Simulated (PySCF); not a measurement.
## Dipole moment and polarisability across levels of theory

Phosphorus pentafluoride, PF5.
SMILES: `FP(F)(F)(F)F`

PySCF, dipoles from the SCF density, polarisabilities from static response with core orbitals frozen. Geometry: PBE0-D3(BJ)/def2-SVP; no solvent, vibrations or thermal averaging.

Q: How do dipole and polarisability depend on functional and basis here?

A: 

```json
{"level": "PBE0/6-31+G*", "α (Å³)": "3.57", "error (%)": "-2.1", "anisotropy (Å³)": "0.08"}
{"level": "PBE0/aug-cc-pVDZ", "α (Å³)": "3.88", "error (%)": "+6.4", "anisotropy (Å³)": "0.17"}
{"level": "PBE0/def2-TZVP", "α (Å³)": "3.42", "error (%)": "-6.4", "anisotropy (Å³)": "0.14"}
{"level": "PBE0/def2-TZVPD", "α (Å³)": "3.97", "error (%)": "+8.8", "anisotropy (Å³)": "0.16"}
{"level": "PBE0/aug-cc-pVTZ", "α (Å³)": "3.96", "error (%)": "+8.5", "anisotropy (Å³)": "0.16"}
```

Reference polarisability: 3.650 Å³ (measured, gas; NIST CCCBDB Release 22 (SRD 101), experimental polarizabilities). The anisotropy is √(½[(α1 − α2)² + (α2 − α3)² + (α3 − α1)²]). For the polarisability, the smallest error is 2.1% (PBE0/6-31+G*) and the largest 8.8% (PBE0/def2-TZVPD). The dipole stays under 0.05 D at every level. With PBE0 the polarisability is 3.42 Å³ without diffuse functions (def2-TZVP) and 3.85 Å³ with them (mean of 6-31+G*, aug-cc-pVDZ, def2-TZVPD and aug-cc-pVTZ). Measured values can belong to vibrating molecules; the computed ones are for one fixed geometry.
